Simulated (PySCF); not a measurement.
C3H9N: calculation against experiment

**Experimental background.**

From NIST CCCBDB Release 22 (SRD 101), experimental dipoles, for the gas: dipole moment (microwave Stark effect) 0.612 D.

From Beach, A photoelectron spectroscopic study of bonding in inorganic and organometallic compounds, PhD thesis, LBL 1985, for the gas: N 1s binding energy of N2 404.82 eV; C 1s binding energy of C1/C3/C4 291.26 eV.

The results are set against them at the end.

C3H9N.
Numbering: `[CH3:1][N:2]([CH3:3])[CH3:4]` (hydrogens: H5, H6, H7 on C1; H8, H9, H10 on C3; H11, H12, H13 on C4)

Structure used (PBE0-D3(BJ)/def2-SVP), in Å, numbered top down from 1:
```
atom  x, y, z in Å
C1     0.2572    1.2711    0.5635
N2    -0.1271   -0.1132    0.4933
C3     0.9756   -0.9757    0.1632
C4    -1.2674   -0.3262   -0.3572
H5     0.6073    1.6840   -0.4120
H6     1.0731    1.4025    1.2915
H7    -0.5935    1.8849    0.8988
H8     1.3923   -0.7924   -0.8553
H9     0.6599   -2.0299    0.2077
H10    1.7941   -0.8400    0.8873
H11   -1.0767   -0.0701   -1.4262
H12   -1.5787   -1.3817   -0.3179
H13   -2.1161    0.2868   -0.0153
```

Runs made with PySCF (gas phase, on this PBE0-D3(BJ)/def2-SVP geometry; non-relativistic but for the core-level run):

| level | job | basis functions | wall time |
| --- | --- | --- | --- |
| PBE0-D3(BJ)/def2-SVP, grid level 1 | geometry optimisation from an MMFF94s start | 101 | 33 s |
| B3LYP/pcJ-1 | spin–spin couplings from 13 perturbed nuclei, spin–dipole term for 1 of them | 198 | 41 s |
| delta-SCF UKS SCAN, pcX-2 on the ionised atom, pcseg-1 elsewhere, spin-free X2C | ΔSCF core ionisation, 2 holes | 132 | 29 s |

Hardware: one thread, Arm Neoverse N1, on a shared host.

## Comparison

**Dipole moment.** Measured: 0.612 D (NIST CCCBDB Release 22 (SRD 101), experimental dipoles).

```tsv
level	computed (D)	computed − measured (D)	% (from the printed values)
PBE0-D3(BJ)/def2-SVP	0.438	-0.174	-28
B3LYP/pcJ-1	0.415	-0.197	-32
```

Closest is PBE0-D3(BJ)/def2-SVP (-0.174 D), furthest B3LYP/pcJ-1 (-0.197 D); one molecule doesn't rank methods. The computed dipoles belong to one fixed geometry; measured ones are averaged over vibrations unless marked μe. Magnitudes are compared, not signs.

**Core binding energies.** PySCF, delta-SCF UKS SCAN, pcX-2 on the ionised atom, pcseg-1 elsewhere, spin-free X2C.

| level and atom | computed (eV) | measured (eV) | computed − measured (eV) |
| --- | --- | --- | --- |
| N 1s, N2 | 404.72 | 404.82 | -0.10 |
| C 1s, C1/C3/C4 | 291.29 | 291.26 | +0.03 |

Sources, in the order of the opening: Beach, A photoelectron spectroscopic study of bonding in inorganic and organometallic compounds, PhD thesis, LBL 1985. Against the first value of each row the mean signed difference is -0.03 eV and the largest in size -0.10 eV. The computed values are vertical, without vibrational structure; measured positions hang on the energy calibration. Atoms equivalent by their bonding share one computed value, that of the first of them.

The geometry is computed, not the measured one. Where a level misses, the cause wasn't examined.
